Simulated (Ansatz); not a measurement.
**C3H4ClF: one species, many methods**

How much do the methods differ for C3H4ClF? The plan is to run it at one geometry with functionals of several rungs and with coupled cluster, and see how far each lands from CCSD(T) at the basis-set limit for the atomisation energy.

Method: functionals in def2-TZVPP, the program's frozen cores in correlated methods; program: Ansatz 0.2.0, Gaussian basis.

Levels to be run: PBE-D4, r2SCAN-D4, PBE0-D4, B3LYP-D4, ωB97X-V, ωB97M-V, B2PLYP; CCSD(T)/def2-TZVPP; CCSD(T)/def2-QZVPP; extrapolation to the limit.

### Step 1. The geometry

An earlier PBE0-D4 in a triple-zeta def2 set relaxation fixed the geometry.

9 atoms, charge 0, spin multiplicity 1.

Atoms are counted from 1 here; the program's logs count them from 0.

Bond lengths: C1–C2 1.485 Å, C1–H6 1.092 Å, C1–H7 1.093 Å, C1–H8 1.093 Å, C2–Cl3 1.723 Å, C2–C4 1.324 Å, C4–F5 1.329 Å, C4–H9 1.083 Å. Angles: C2–C1–H6 110.5°, C2–C1–H7 110.7°, C2–C1–H8 110.7°, H6–C1–H7 108.6°, H6–C1–H8 108.6°, H7–C1–H8 107.7°, C1–C2–Cl3 116.4°, C1–C2–C4 123.5°, Cl3–C2–C4 120.1°, C2–C4–F5 123.3°, C2–C4–H9 123.0°, F5–C4–H9 113.6°.

### Step 2. PBE-D4 (GGA)

File in.yaml:

```yaml
crystal:
  periodic: [false, false, false]
  atoms:
    - {symbol: C, position_ang: [-0.268157, 0.316245, 1.090001]}
    - {symbol: C, position_ang: [-0.316861, -0.105300, -0.333311]}
    - {symbol: Cl, position_ang: [-1.884349, -0.340570, -1.008665]}
    - {symbol: C, position_ang: [0.762487, -0.300543, -1.075399]}
    - {symbol: F, position_ang: [0.714290, -0.678306, -2.348864]}
    - {symbol: H, position_ang: [0.766286, 0.435433, 1.417403]}
    - {symbol: H, position_ang: [-0.753422, -0.425480, 1.729190]}
    - {symbol: H, position_ang: [-0.790125, 1.266189, 1.229153]}
    - {symbol: H, position_ang: [1.769851, -0.167669, -0.699519]}
basis:
  gaussian: {orbitals: def2-TZVPP}
hamiltonian: {xc: pbe, dispersion: d4}
output: {forces: true, orbitals: {seedname: orbitals}}
```

The run is started by

```sh
> ansatz run in.yaml --threads 2 --pin off --events-out ev --progress --plain --max-ram 32768MiB --backend cpu
```

The runs that follow: r2SCAN-D4 (meta-GGA); PBE0-D4 (hybrid); B3LYP-D4 (hybrid); ωB97X-V (range-separated); ωB97M-V (range-separated); B2PLYP (double hybrid); CCSD(T) in def2-TZVPP; CCSD(T) in def2-QZVPP.

Before running them: what should the planned runs give, taken together? Wanted: atomisation energy, CCSD(T)/CBS; farthest; mean size of error, hybrid; mean size of error, range-separated; gap, smallest and largest; T1 diagnostic; triples share of the correlation energy.

**Answer**, as computed:

| quantity | value |
| --- | --- |
| atomisation energy, CCSD(T)/CBS | 846.4 kcal/mol |
| functionals within 4.2 kcal/mol (0.5 %) | B3LYP-D4, ωB97X-V |
| farthest | PBE-D4 (+32.8 kcal/mol) |
| mean size of error, hybrid | 6.4 kcal/mol |
| mean size of error, range-separated | 3.8 kcal/mol |
| gap, smallest and largest | 5.12 eV (PBE-D4), 11.90 eV (ωB97X-V) |
| T1 diagnostic | 0.0110 |
| triples share of the correlation energy | 4.0 % |

**Reading.** PBE-D4 is off by +32.8 kcal/mol. Double hybrids carry the basis error of their MP2 part in triple zeta, and no dispersion term here, so their miss is partly the set-up's. Misses under about 4.2 kcal/mol are within the doubt on the reference itself, which lacks core-valence correlation, relativity and higher excitations. Hartree-Fock recovers 72 % of the binding; the rest is correlation. Orbital gaps span 5.1 to 11.9 eV; exact exchange widens them.
